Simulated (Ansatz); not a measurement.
Born–Oppenheimer molecular dynamics of C2H6Al (9 atoms, charge 0, multiplicity 2). It starts at the highest image of a converged band. Of that band: The profile has 2 maxima (images 3, 8) with wells between them (image 5): this band takes more than one step, which may be the mechanism or a detour left from its start path. Neighbouring images differ by up to 2.3 eV, so the band resolves the path poorly. A vibrational analysis at the climbing image gives one clearly imaginary mode, 908i cm⁻¹: a first-order saddle point.

These are results of Ansatz 0.2.0, UKS PBE0-D4/cc-pVDZ, not measurements.

```
ensemble                      : NVE (velocity Verlet)
time step                     : 0.5 fs
steps asked                   : 200
starting velocities drawn for : 300 K
seed                          : 11247
```

First frame:

```xyz
9
Properties=species:S:1:pos:R:3
C -1.056 0.899 -1.496
Al 0.305 0.158 -0.509
C 0.665 -1.262 0.795
H -0.632 1.674 -0.025
H -1.501 1.337 -2.396
H 0.128 1.789 0.457
H 0.480 -2.248 0.339
H 1.705 -1.239 1.155
H -0.006 -1.154 1.663
```

Question: How far do the bonds stretch over the last three quarters of this one trajectory? (Pairs bonded in most of those frames.)

Answer: 
```csv
bond,mean (Å),spread (Å),shortest,longest
C1–Al2,1.840,0.036,1.77,1.90
C1–H5,1.102,0.024,1.06,1.14
Al2–C3,1.970,0.038,1.90,2.02
C3–H7,1.106,0.017,1.06,1.14
C3–H8,1.103,0.023,1.07,1.14
C3–H9,1.104,0.027,1.06,1.15
H4–H6,0.773,0.028,0.73,0.86
```

Mean temperature of the second half: 326 K. The conserved energy stayed within 0.22 meV per atom of its start (net change 0.14 meV per atom), so the integration is sound. A run of 0.1 ps of so small a system gives no equilibrium averages.

Run time: 5 min on 2 threads of Intel(R) Xeon(R) Platinum 8488C (Sapphire Rapids), with other jobs on the host, peak memory 0.2 GiB.
